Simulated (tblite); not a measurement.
Species: 2-pentyn-4-one, C₅H₆O.
Bonds: C1–C2, C2–C3 (triple), C3–C4, C4–C5, C4–O6 (double). Hydrogens: H7, H8, H9 on C1; H10, H11, H12 on C5.

Computed with GFN2-xTB (tblite), gas phase: Langevin dynamics at 600 K from the optimised GFN2-xTB geometry, time step 0.5 fs, friction 0.01 fs⁻¹, 2000 steps. The instantaneous temperature is 2·E(kin)/(3Nk) with all 3N coordinates.

```
t (fs)  T (K)  E(pot) above start (eV)  C1–C2 (Å)  C2≡C3 (Å)  C3–C4 (Å)  C4–C5 (Å)  C4=O6 (Å)  C1–H7 (Å)
     0    523                    0.000      1.441      1.204      1.436      1.510      1.208      1.090
    50    586                    0.554      1.495      1.219      1.459      1.505      1.218      1.121
   100    408                    0.605      1.451      1.208      1.486      1.558      1.154      1.184
   150    540                    0.531      1.447      1.226      1.403      1.502      1.265      1.018
   200    392                    0.600      1.430      1.187      1.470      1.543      1.161      1.148
   250    372                    0.592      1.399      1.209      1.414      1.510      1.255      1.105
   300    444                    0.652      1.463      1.210      1.406      1.458      1.184      1.085
   350    572                    0.444      1.453      1.207      1.508      1.532      1.213      1.053
   400    476                    0.744      1.468      1.215      1.509      1.494      1.240      1.106
   450    684                    0.619      1.452      1.199      1.433      1.523      1.227      1.087
   500    397                    0.839      1.378      1.235      1.465      1.499      1.182      1.057
   550    688                    0.586      1.471      1.198      1.460      1.535      1.171      1.139
   600    650                    0.938      1.459      1.204      1.424      1.483      1.242      1.116
   650    732                    0.786      1.431      1.209      1.415      1.571      1.175      1.044
   700    528                    1.027      1.433      1.187      1.388      1.429      1.193      1.105
   750    587                    0.736      1.389      1.179      1.405      1.497      1.226      1.060
   800    586                    0.592      1.386      1.206      1.446      1.468      1.186      1.143
   850    754                    0.527      1.392      1.215      1.486      1.451      1.207      1.085
   900    527                    0.791      1.404      1.187      1.426      1.548      1.190      1.142
   950    483                    1.078      1.454      1.208      1.379      1.424      1.216      1.056
  1000    750                    0.583      1.421      1.191      1.417      1.646      1.215      1.079
```

**Question.** From 500 fs on, how do temperature and potential energy compare with equipartition?

**Answer.** The mean temperature of these 11 frames is 607 K against the target 600 K, and the mean potential energy 0.77 eV against 30 × kT/2 = 0.78 eV for 30 classical harmonic modes. For 12 atoms in a canonical ensemble the temperature itself scatters by T·√(2/(3N)) = 141 K; here its standard deviation is 112 K. The whole run lasts only 10 friction times of 100 fs, so these averages carry a wide statistical error.

**Question.** What are the kinetic and total energies of the listed frame with the highest potential energy?

**Answer.** The one at 950 fs, 1.078 eV above the start. Its kinetic energy is 3NkT/2 = 0.749 eV at 483 K, so the sum is 1.83 eV; over the listed frames the sum runs from 0.81 to 1.95 eV, since the thermostat adds and removes energy.

**Question.** How much do the listed bonds fluctuate from 500 fs on?

**Answer.** 
```csv
bond,at the start (Å),mean (Å),standard deviation (Å)
C1–C2,1.441,1.420,0.031
C2≡C3,1.204,1.202,0.015
C3–C4,1.436,1.428,0.032
C4–C5,1.510,1.505,0.063
C4=O6,1.208,1.200,0.022
C1–H7,1.090,1.093,0.036
```

The motion is classical and holds no zero-point motion.

The cost below is that of the whole dynamics run. Time: 5.8 s; peak memory 0.18 GiB. Hardware: one thread, Arm Neoverse V2 (aarch64), no GPU, shared host with 32 logical CPUs at a one-minute load of 17.
